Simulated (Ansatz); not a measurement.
Reaction (hydrogenolysis of a C–C bond): `CCCC(C)CCC` + H₂ → `CCCC(C)C` + ethane

Isolated molecules relaxed with PBE0-D4/def2-TZVP in Ansatz; ΔE leaves out vibrations. CBS: MP2 limit from def2 TZ/QZ plus the TZ coupled-cluster correction, frozen cores. This one scheme is used for every species. Functionals use def2-TZVPP. One conformer a species, not always the lowest.

`CCCC(C)CCC`:

Z-matrix (Å, degrees):
```
C
C 1 1.519
H 1 1.094 2 111.1
H 1 1.094 2 111.1 3 -119.5
H 1 1.092 2 111.7 3 120.3
C 2 1.521 1 112.2 3 60.2
H 2 1.095 1 109.2 3 -177.9
H 2 1.095 1 109.3 3 -62.2
C 6 1.531 2 115.9 1 -177.9
H 6 1.097 2 108.8 1 -55.8
H 6 1.096 2 108.6 1 58.7
C 9 1.523 6 111.8 2 68.0
C 9 1.527 6 113.5 2 -57.6
H 9 1.099 6 106.4 2 -175.1
H 12 1.093 9 111.0 6 174.2
H 12 1.093 9 111.5 6 -66.3
H 12 1.093 9 111.4 6 54.1
C 13 1.520 9 115.1 6 -56.5
H 13 1.097 9 109.5 6 67.1
H 13 1.097 9 108.2 6 -178.4
C 18 1.519 13 112.6 9 -175.0
H 18 1.097 13 109.2 9 -52.9
H 18 1.095 13 109.9 9 63.0
H 21 1.094 18 111.1 13 60.0
H 21 1.092 18 111.7 13 -179.7
H 21 1.094 18 111.0 13 -59.5
```

H₂:

Z-matrix (Å, degrees):
```
H
H 1 0.746
```

`CCCC(C)C`:

```xyz
20

C     0.671   -2.030    1.048
C     0.790   -1.482   -0.365
C     0.856    0.039   -0.436
C    -0.343    0.791    0.138
C    -0.111    2.292    0.047
C    -1.646    0.408   -0.549
H     0.710   -3.122    1.054
H    -0.268   -1.734    1.522
H     1.487   -1.666    1.680
H    -0.045   -1.847   -0.971
H     1.694   -1.887   -0.832
H     0.982    0.342   -1.484
H     1.759    0.377    0.087
H    -0.432    0.533    1.201
H    -0.937    2.852    0.493
H     0.810    2.584    0.559
H    -0.023    2.607   -0.998
H    -2.484    0.983   -0.148
H    -1.882   -0.651   -0.423
H    -1.589    0.611   -1.624
```

`CC`:

Cartesian coordinates in Å:
```
C 0.132 -0.361 0.655
C -0.132 0.361 -0.655
H -0.731 -0.956 0.963
H 0.985 -1.039 0.572
H 0.350 0.344 1.461
H 0.731 0.956 -0.963
H -0.985 1.039 -0.572
H -0.350 -0.344 -1.461
```

```json
{"level": "PBE0", "ΔE (kJ/mol)": "-72.7"}
{"level": "SCS-MP2/def2-TZVPP", "ΔE (kJ/mol)": "-62.4"}
```

Q: What does CCSD(T)/CBS give? (Best estimate.)

A: Computed: -59.8 kJ/mol. The listed levels differ from it by -12.9, -2.6 kJ/mol.

Largest T1 diagnostic among the species: 0.009.

The D4 term adds +14.2 kJ/mol with B3LYP and +8.5 kJ/mol with PBE0; it sums over pairs of atoms, weighted by their polarisabilities, and B3LYP, whose exchange is more repulsive, gets the larger term. In def2-TZVPP, CCSD(T) changes the Hartree–Fock value by +28.3 kJ/mol (the triples alone add +5.2 kJ/mol) and MP2 by +32.6 kJ/mol.

B3LYP here is the variant with VWN-RPA as its local correlation; programs differ in this.
